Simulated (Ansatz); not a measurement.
# HSO2− (SMILES [O-]SO): one structure at several levels

How do the functionals fare away from a minimum? The structure is a structure displaced at random from a GFN2-xTB minimum.

Program: Ansatz 0.2.0, Gaussian basis. Level of theory: single points in def2-TZVPPD. These are calculated values, not measurements.

Cores are frozen in the correlated methods.

### Step 1. The starting structure

SMILES `[O-]SO`, 4 atoms, charge -1, spin multiplicity 1.

Atoms are counted from 1 here; the program's logs count them from 0.

Bond lengths: O1–S2 1.500 Å, S2–O3 1.736 Å, O3–H4 0.943 Å. Angles: O1–S2–O3 105.7°, S2–O3–H4 108.2°.

Coordinates:

```xyz
4
HO2S
O    -1.2730    0.8478   -0.3548
S    -0.5268    0.2419    0.7967
O     0.6679   -0.7988    0.0862
H     1.1714   -0.2920   -0.5295
```

### Step 2. CCSD(T)/def2-TZVPPD

File run/in.yaml:

```yaml
crystal:
  periodic: [false, false, false]
  atoms:
    - {symbol: O, position_ang: [-1.273000, 0.847800, -0.354800]}
    - {symbol: S, position_ang: [-0.526800, 0.241900, 0.796700]}
    - {symbol: O, position_ang: [0.667900, -0.798800, 0.086200]}
    - {symbol: H, position_ang: [1.171400, -0.292000, -0.529500]}
basis:
  gaussian: {orbitals: "def2-TZVPPD.json"}
total_charge: -1
correlation: {method: ccsd_t}
output: {forces: true}
```

The basis file named in the input lies beside it (Basis Set Exchange, JSON).

The command line of these runs was not kept.

### Step 3. PBE0-D4/def2-TZVPPD

run/in.yaml, as its differences from that of step 2:

```diff
@@ -10,3 +10,3 @@
 total_charge: -1
-correlation: {method: ccsd_t}
-output: {forces: true}
+hamiltonian: {xc: pbe0, dispersion: d4}
+output: {forces: true, orbitals: {seedname: orbitals}}
```

### Step 4. wB97M-V/def2-TZVPPD

run/in.yaml, as its differences from that of step 3:

```diff
@@ -10,3 +10,3 @@
 total_charge: -1
-hamiltonian: {xc: pbe0, dispersion: d4}
-output: {forces: true, orbitals: {seedname: orbitals}}
+hamiltonian: {xc: {name: wB97M-V}}
+output: {forces: true}
```

### Step 5. r2SCAN-D4/def2-TZVPPD

run/in.yaml, as its differences from that of step 4:

```diff
@@ -10,3 +10,3 @@
 total_charge: -1
-hamiltonian: {xc: {name: wB97M-V}}
+hamiltonian: {xc: r2scan, dispersion: d4}
 output: {forces: true}
```

### Step 6. PBE-D4/def2-TZVPPD

run/in.yaml, as its differences from that of step 5:

```diff
@@ -10,3 +10,3 @@
 total_charge: -1
-hamiltonian: {xc: r2scan, dispersion: d4}
+hamiltonian: {xc: pbe, dispersion: d4}
 output: {forces: true}
```

### Step 7. r2SCAN0-D4/def2-TZVPPD

run/in.yaml, as its differences from that of step 6:

```diff
@@ -10,3 +10,3 @@
 total_charge: -1
-hamiltonian: {xc: pbe, dispersion: d4}
+hamiltonian: {xc: {name: r2SCAN0}, dispersion: d4}
 output: {forces: true}
```

### Step 8. revPBE-D4/def2-TZVPPD

run/in.yaml, as its differences from that of step 7:

```diff
@@ -10,3 +10,3 @@
 total_charge: -1
-hamiltonian: {xc: {name: r2SCAN0}, dispersion: d4}
+hamiltonian: {xc: {name: revPBE}, dispersion: d4}
 output: {forces: true}
```

(Steps that only read results are left out.)

What does the calculation give? Wanted: RMS force component; RMS force error; HOMO and LUMO, PBE0-D4; T1 diagnostic.

The runs gave:

| quantity | value |
| --- | --- |
| RMS force component | 0.636 to 1.269 eV/Å over the methods |
| RMS force error | PBE0-D4 0.294, wB97M-V 0.235, r2SCAN-D4 0.143, PBE-D4 0.235, r2SCAN0-D4 0.445, revPBE-D4 0.291 eV/Å |
| HOMO and LUMO, PBE0-D4 | 1.17 and 3.96 eV |
| T1 diagnostic | 0.019 |

What this shows: For forces r2SCAN-D4 does best and r2SCAN0-D4 worst. Frozen-core CCSD(T) forces in triple zeta carry basis errors of their own, and this is one geometry, so small gaps rank nothing.
